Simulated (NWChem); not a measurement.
System: BCl3; SMILES B(Cl)(Cl)Cl

The following NWChem deck was run.

```
start job
memory heap 200 mb stack 900 mb global 1100 mb
geometry units angstroms noautoz
  B      0.000000     0.000000     0.000000
  Cl     0.876170     1.505687     0.000000
  Cl     0.865878    -1.511629     0.000000
  Cl    -1.742048     0.005942     0.000000
end
basis spherical
  * library def2-tzvp
end
dft
  xc b3lyp
  iterations 150
  mulliken
end
task dft energy
```

Geometry: optimised at PBE0/def2-SVP. B3LYP is NWChem's, with the RPA form of VWN correlation.

Problem. Give the results of this calculation. (B3LYP/def2-TZVP.) Quantities: basis functions; energy (Ha); highest occupied level (eV); orbital gap (eV).

Solution. number of basis functions: 142
energy (Ha): -1405.67
highest occupied level (eV): -8.80
orbital gap (eV): 6.92
